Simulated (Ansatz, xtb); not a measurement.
**BFH2Si: where a starting geometry ends**

The starting geometry of this gas-phase singlet has its atoms placed at random.

```xyz
5

B     0.3250   -0.4114    0.4755
F     1.5522    0.3188   -0.9971
Si   -0.1986   -0.4745   -1.4516
H    -0.7827    1.4234   -1.2138
H     0.2355   -1.7580   -1.0248
```

Question: Guess where an optimisation with r2SCAN-D4/def2-SVP ends from this start.

Answer: It loosens into H2Si + BF, which stay close as a complex. Distances that change by over a tenth: F2–Si3 (1.98 → 2.60 Å). Contacts that open: B1–Si3 (2.00 → 3.07 Å). Contacts that close: B1–F2 (2.05 → 1.29 Å), Si3–H4 (2.00 → 1.53 Å).

The energy falls by 4.30 eV over 20 steps:

| step | E − E(last) (eV) |
| --- | --- |
| 1 | 4.297 |
| 3 | 1.835 |
| 5 | 0.719 |
| 7 | 0.228 |
| 9 | 0.100 |
| 12 | 0.021 |
| 14 | 0.002 |
| 16 | 0.000 |
| 18 | 0.000 |
| 20 | 0.000 |

Final geometry (Å):

```xyz
5

B     0.9516   -0.0029    0.7072
F     1.6580    0.2253   -0.3465
Si   -0.1566   -0.2600   -2.1475
H    -0.9673    0.6163   -1.1847
H    -0.3545   -1.4804   -1.2401
```

From the same start GFN2-xTB ends elsewhere, at `[B][SiH2]F`.

From so rough a start the end depends on the optimiser's path, so another program may land elsewhere. The end wasn't checked by frequencies. Run with Ansatz 0.2.0, 45 s on 1 thread of Intel(R) Xeon(R) Platinum 8259CL CPU @ 2.50GHz (Skylake/Cascade Lake), on a shared host.
